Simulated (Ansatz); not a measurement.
in.yaml

```yaml
crystal:
  periodic: [false, false, false]
  atoms:
    - {symbol: P, position_ang: [0.000000, 1.038496, 0.938563]}
    - {symbol: Ge, position_ang: [0.000000, -0.075212, -0.969708]}
    - {symbol: Si, position_ang: [0.000000, -1.033791, 1.416756]}
    - {symbol: H, position_ang: [0.000000, 2.313484, 1.566064]}
basis:
  gaussian: {orbitals: "6-31G*"}
magnetization: {spin_polarized: false, initial_magnetization: 2}
correlation: {method: mp2, electrons: outside_noble_gas}
scf: {lower_state_search: off}
```

```sh
$ ansatz run in.yaml --threads 1 --pin off --events-out ev --progress --plain --max-ram 2393MiB
```

Output:

```
these checks for a lower state are left out or cut short: stability, starts, cluster_reference, orbital_swaps, neighbouring_geometries, increment
673 factors; integrals over basis functions are off by at most 1.1e-3 eV
mean field evaluation 1: about -73610.5994 eV, gradient 1.1e1 eV
mean field evaluation 2: about -73610.6394 eV, gradient 1.1e1 eV
mean field evaluation 4: about -73611.3962 eV, gradient 2.2e0 eV
mean field evaluation 8: about -73611.4971 eV, gradient 8.0e-1 eV
mean field evaluation 16: about -73611.7689 eV, gradient 5.2e-3 eV
mean field -73611.76890417 eV, -2705.1826113793 hartree, gradient 1.5e-6 eV, S^2 2.000000; 0 other end points of the search recorded, 0 dependent functions left out
24 core orbitals not correlated: weight in the atoms' cores, before any rotation towards them, 1.000 or more for the frozen orbitals, at most 0.000 for the correlated occupied ones
reference -73611.76890417 eV, -2705.1826113793 hartree; 8, 6 occupied and 43, 45 virtual orbitals, 673 factors
second order -6.67859489 eV of doubles, -0.10331662 eV of singles
Total energy: -73618.55081569 eV, -2705.4318420306 hartree
Checks for a lower state left out: stability, starts, cluster_reference, orbital_swaps, neighbouring_geometries, increment
```

Ran on 1 thread of Arm Neoverse N1, shared host: 2.6 s wall, 0.28 GiB peak host memory.
